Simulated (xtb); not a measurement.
xtb input:

```bash
xtb mol.xyz --gfn 2 --sp --chrg -1 --uhf 0
```
mol.xyz:
```
8

C      1.31248259    -0.40730475    -0.01581883
C      0.21233569     0.49170516    -0.00153984
O     -1.30999238    -0.17014658     0.01473458
H     -1.90838626     0.59467321     0.02300549
H      0.15861567     1.11525560     0.89952544
H      0.13796085     1.11854325    -0.89884804
H      1.48189181    -0.98851779     0.89309476
H      1.46094728    -0.98518403    -0.93050226
```

### Question
Predict the final energy.

### Answer
-10.97062 Eh (GFN2-xTB).

It need not be the lowest isomer of its formula. Whether it binds its extra electron was not tested at this geometry.
